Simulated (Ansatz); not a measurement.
# How methods differ on HNO2 (nitrous acid)

HNO2: 4 atoms, total charge 0, spin state singlet. SMILES: `O=NO`. The shape is that of a PBE0-D4/def2-TZVP optimisation.

Each level gives the atomisation enthalpy at 298 K (kJ/mol). The values are calculated. The thermal term (zero-point and 298 K enthalpy, harmonic and unscaled) is that of PBE0-D4/def2-TZVP; the spin-orbit lowering of the free atoms at 298 K, 0.8 kJ/mol by their spectra, is taken off.

| level | kind | program | value (kJ/mol) |
| --- | --- | --- | --- |
| BLYP/STO-3G | GGA | Ansatz | 1220 |
| PBE/STO-3G | GGA | Ansatz | ? |
| revPBE/STO-3G | GGA | Ansatz | ? |
| B3LYP/STO-3G | global hybrid | Ansatz | 1114 |
| PBE0/STO-3G | global hybrid | Ansatz | 1104 |
| wB97M-V/STO-3G | range-separated hybrid | Ansatz | 1157 |
| MP2/STO-3G | perturbation theory | Ansatz | 665 |
| CCSD/STO-3G | coupled cluster or CI | Ansatz | 737 |
| FCI/STO-3G | exact in the basis | Ansatz | 760 |

Estimate the missing values from the other rows.

As computed at these levels: PBE/STO-3G: 1283 kJ/mol; revPBE/STO-3G: 1205 kJ/mol. Measured: 1268 kJ/mol (Active Thermochemical Tables). Nearest: PBE/STO-3G (+15 kJ/mol); farthest: MP2/STO-3G (-603 kJ/mol). In a finite basis correlated wave-function methods underbind, so their errors here aren't those of the basis-set limit. All rows use very small basis sets, so even the best lies far from the true value.
